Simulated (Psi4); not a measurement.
# singlet PO+: levels of theory compared

Wanted: a comparison of 3 runs (CAM-B3LYP/cc-pVTZ, PBE0/cc-pVTZ, SVWN5/cc-pVTZ) of singlet PO+. 

Program for the calculation: Psi4 1.11.

## (1) The molecule

The species is PO+ (2 atoms), meant as a singlet with charge +1. As SMILES of the parent species, `O=[P]`. The shape is that of a PBE0-D4/def2-TZVP optimisation. That shape belongs to the parent species and isn't relaxed for this state.

Bond lengths: O1–P2 1.474 Å.

## (2) The energy at CAM-B3LYP/cc-pVTZ (run 1)

Input file input.inp:

```
memory 2200 MB

molecule geom {
  1 1
  O      0.000000     0.000000    -0.009450
  P      0.000000     0.000000     1.464540
  units angstrom
  symmetry c1
}

set {
  basis cc-pVTZ
  puream true
  e_convergence 1e-09
  d_convergence 1e-08
  scf_type pk
  dft_radial_points 99
  dft_spherical_points 590
}

E, wfn = energy('cam-b3lyp', return_wfn=True)
oeprop(wfn, 'LOWDIN_CHARGES', 'QUADRUPOLE', 'WIBERG_LOWDIN_INDICES')
```

The run is started by

```sh
$ psi4 -n 1 input.inp input.out
```

input.out:

```text
[...]
  Running in c1 symmetry.
[...]
  Nuclear repulsion =   43.081204947387704
[...]
  Multiplicity = 1
[...]
  Nalpha       = 11
  Nbeta        = 11
[...]
    Number of basis functions: 64
[...]
   @RKS iter   1:  -416.08713237798236   -5.30929e-02   9.80086e-03 DIIS/ADIIS
[...]
   @RKS iter  10:  -416.25079152683901   -6.70752e-12   6.07757e-09 DIIS
[...]
    Orbital Energies [Eh]
    ---------------------
    Doubly Occupied:
       1A    -77.619095     2A    -19.583743     3A     -7.071458
       4A     -5.235596     5A     -5.235596     6A     -5.228236
       7A     -1.429253     8A     -0.942309     9A     -0.771036
      10A     -0.771036    11A     -0.770620
[...]
  @RKS Final Energy:  -416.25079152683901
   => Energetics <=
    Nuclear Repulsion Energy =             43.0812049473877039
    One-Electron Energy =                -652.8527501805961037
    Two-Electron Energy =                 217.3690968678588149
    DFT Exchange-Correlation Energy =     -23.8483431614894705
    Empirical Dispersion Energy =           0.0000000000000000
    VV10 Nonlocal Energy =                  0.0000000000000000
    Total Energy =                       -416.2507915268390093
[...]
 Multipole Moments:
 ------------------------------------------------------------------------------------
     Multipole            Electronic (a.u.)      Nuclear  (a.u.)        Total (a.u.)
 ------------------------------------------------------------------------------------
 L = 1.  Multiply by 2.5417464519 to convert [e a0] to [Debye]
 Dipole X            :         -0.0000000            0.0000000           -0.0000000
 Dipole Y            :          0.0000000            0.0000000            0.0000000
 Dipole Z            :          1.8780450           -0.4665088            1.4115362
 Magnitude           :                                                    1.4115362
 L = 2.  Multiply by 1.3450342976 to convert [e a0^2] to [Debye ang]
 Quadrupole XX       :         -9.8794754            0.0000000           -9.8794754
 Quadrupole XY       :         -0.0000000            0.0000000           -0.0000000
[...]
```

Run time: 5.1 s. Hardware: 1 thread of Intel Xeon 6975P-C (Granite Rapids), shared host; peak memory 0.65 GiB.

## (3) The energy at PBE0/cc-pVTZ (run 2)

Input file input.inp:

```
memory 2.2 GB

molecule geom {
  1 1
  O
  P 1 r2

  r2 = 1.47399
  units angstrom
  symmetry c1
}

set basis cc-pVTZ
set puream true
set e_convergence 1e-09
set d_convergence 1e-08
set scf_type pk
set dft_radial_points 99
set dft_spherical_points 590

e = energy("pbe0")
```

The run is started by

```sh
$ psi4 input.inp input.out -n 1
```

input.out:

```text
[...]
  Running in c1 symmetry.
[...]
  Nuclear repulsion =   43.081204947387704
[...]
  Multiplicity = 1
[...]
  Nalpha       = 11
  Nbeta        = 11
[...]
    Number of basis functions: 64
[...]
   @RKS iter   1:  -415.87102350191731    7.02748e-02   1.01744e-02 ADIIS/DIIS
[...]
   @RKS iter  10:  -416.05323393279372   -1.88152e-11   7.66921e-09 DIIS
[...]
    Orbital Energies [Eh]
    ---------------------
    Doubly Occupied:
       1A    -77.688366     2A    -19.593921     3A     -7.055895
       4A     -5.193048     5A     -5.193048     6A     -5.186028
       7A     -1.377487     8A     -0.887097     9A     -0.719249
      10A     -0.719249    11A     -0.717315
[...]
  @RKS Final Energy:  -416.05323393279372
   => Energetics <=
    Nuclear Repulsion Energy =             43.0812049473877039
    One-Electron Energy =                -652.8662527845692694
    Two-Electron Energy =                 217.3285556530234715
    DFT Exchange-Correlation Energy =     -23.5967417486356688
    Empirical Dispersion Energy =           0.0000000000000000
    VV10 Nonlocal Energy =                  0.0000000000000000
    Total Energy =                       -416.0532339327937166
[...]
 Multipole Moments:
 ------------------------------------------------------------------------------------
     Multipole            Electronic (a.u.)      Nuclear  (a.u.)        Total (a.u.)
 ------------------------------------------------------------------------------------
 L = 1.  Multiply by 2.5417464519 to convert [e a0] to [Debye]
 Dipole X            :         -0.0000000            0.0000000           -0.0000000
 Dipole Y            :          0.0000000            0.0000000            0.0000000
 Dipole Z            :          1.8276834           -0.4665088            1.3611746
 Magnitude           :                                                    1.3611746
[...]
```

Run time: 4.8 s. Hardware: 1 thread of Intel Xeon 6975P-C (Granite Rapids), shared host; peak memory 0.63 GiB.

## (4) Energy and gradient at SVWN5/cc-pVTZ (run 3)

Input file op.xyz:

```xyz
2
OP
O      0.000000     0.000000    -0.009450
P      0.000000     0.000000     1.464540
```

Input file calc.py:

```python
import psi4

psi4.set_memory('2200 MB')
psi4.set_num_threads(1)
psi4.core.set_output_file('run.log', False)

with open('op.xyz') as f:
    atoms = ''.join(f.readlines()[2:])
geom = psi4.geometry('1 1\n' + atoms + 'symmetry c1')

psi4.set_options({
    'basis': 'cc-pVTZ',
    'puream': True,
    'e_convergence': 1e-09,
    'd_convergence': 1e-08,
    'scf_type': 'pk',
    'dft_radial_points': 99,
    'dft_spherical_points': 590,
})

e, wfn = psi4.gradient("scf", dft_functional={"name": "SVWN5", "x_functionals": {"LDA_X": {}}, "c_functionals": {"LDA_C_VWN": {}}}, molecule=geom, return_wfn=True)
psi4.oeprop(wfn, "MAYER_INDICES", "LOWDIN_CHARGES", "QUADRUPOLE")
print('gradient / Eh bohr^-1')
print(e.np.round(6))
print(f'energy = {wfn.energy():.10f} Eh')
for k, v in sorted(psi4.core.scalar_variables().items()):
    print(f'{k:45s} {v:18.10f}')
```

The run is started by

```sh
$ python calc.py
```

run.log:

```text
[...]
  Running in c1 symmetry.
[...]
  Nuclear repulsion =   43.081204947387704
[...]
  Multiplicity = 1
[...]
  Nalpha       = 11
  Nbeta        = 11
[...]
    Number of basis functions: 64
[...]
   @RKS iter   1:  -414.25357590031194    2.37318e-01   1.17974e-02 DIIS/ADIIS
[...]
   @RKS iter  10:  -414.48661657528112   -5.76392e-11   8.59030e-09 DIIS
[...]
    Orbital Energies [Eh]
    ---------------------
    Doubly Occupied:
       1A    -76.466978     2A    -18.993939     3A     -6.713500
       4A     -4.965893     5A     -4.965893     6A     -4.957988
       7A     -1.262734     8A     -0.820411     9A     -0.674311
      10A     -0.674311    11A     -0.662014
[...]
  @RKS Final Energy:  -414.48661657528112
   => Energetics <=
    Nuclear Repulsion Energy =             43.0812049473877039
    One-Electron Energy =                -652.7191059826451465
    Two-Electron Energy =                 224.7412206032180393
    DFT Exchange-Correlation Energy =     -29.5899361432417720
    Empirical Dispersion Energy =           0.0000000000000000
    VV10 Nonlocal Energy =                  0.0000000000000000
    Total Energy =                       -414.4866165752811185
[...]
  -Total Gradient:
     Atom            X                  Y                   Z
    ------   -----------------  -----------------  -----------------
       1       -0.000000000000     0.000000000000    -0.049900049145
       2       -0.000000000000    -0.000000000000     0.049900567004
[...]
 Multipole Moments:
 ------------------------------------------------------------------------------------
     Multipole            Electronic (a.u.)      Nuclear  (a.u.)        Total (a.u.)
 ------------------------------------------------------------------------------------
 L = 1.  Multiply by 2.5417464519 to convert [e a0] to [Debye]
 Dipole X            :         -0.0000000            0.0000000           -0.0000000
 Dipole Y            :          0.0000000            0.0000000            0.0000000
 Dipole Z            :          1.7512540           -0.4665088            1.2847452
 Magnitude           :                                                    1.2847452
 L = 2.  Multiply by 1.3450342976 to convert [e a0^2] to [Debye ang]
 Quadrupole XX       :         -9.9122977            0.0000000           -9.9122977
 Quadrupole XY       :         -0.0000000            0.0000000           -0.0000000
[...]
```

Standard output:

```text
gradient / Eh bohr^-1
[[-0.        0.       -0.0499  ]
 [-0.       -0.        0.049901]]
energy = -414.4866165753 Eh
CURRENT ENERGY                                   -414.4866165753
CURRENT REFERENCE ENERGY                         -414.4866165753
DD SOLVATION ENERGY                                 0.0000000000
DFT FUNCTIONAL TOTAL ENERGY                      -414.4866165753
DFT TOTAL ENERGY                                 -414.4866165753
DFT VV10 ENERGY                                     0.0000000000
DFT XC ENERGY                                     -29.5899361432
GRID ELECTRONS ALPHA                               10.9999999954
GRID ELECTRONS BETA                                10.9999999954
GRID ELECTRONS TOTAL                               21.9999999909
NUCLEAR REPULSION ENERGY                           43.0812049474
ONE-ELECTRON ENERGY                              -652.7191059826
PCM POLARIZATION ENERGY                             0.0000000000
PE ENERGY                                           0.0000000000
SCF ITERATION ENERGY                             -414.4866165753
SCF ITERATIONS                                     10.0000000000
SCF TOTAL ENERGY                                 -414.4866165753
TWO-ELECTRON ENERGY                               224.7412206032
XC GRID RADIAL POINTS                              99.0000000000
XC GRID SPHERICAL POINTS                          590.0000000000
XC GRID TOTAL POINTS                           110103.0000000000
```

Wall time 6 s (1 thread of Intel Xeon 6975P-C (Granite Rapids), shared host); peak memory 0.49 GiB.

## (5) Overview of the runs

```csv
run,level,task,energy (Eh),HOMO energy (eV),LUMO energy (eV),HOMO–LUMO gap (eV),wall time
1,CAM-B3LYP/cc-pVTZ,energy,-416.250792,-20.97,-10.23,10.74,5.1 s
2,PBE0/cc-pVTZ,energy,-416.053234,-19.52,-11.48,8.04,4.8 s
3,SVWN5/cc-pVTZ,gradient,-414.486617,-18.01,-12.63,5.38,6 s
```

## (6) Summary of results

```
                       quantity          value
            run 3: total energy  -414.48662 Eh
             run 3: HOMO energy      -18.01 eV
             run 3: LUMO energy      -12.63 eV
           run 3: HOMO–LUMO gap        5.38 eV
run 3: largest force on an atom     2.566 eV/Å
```

In words: The HOMO–LUMO gap runs from 5.38 eV (SVWN5/cc-pVTZ) to 10.74 eV (CAM-B3LYP/cc-pVTZ). Totals of different functionals can't be ranked against each other. All runs together took 16 s, the longest 6 s.
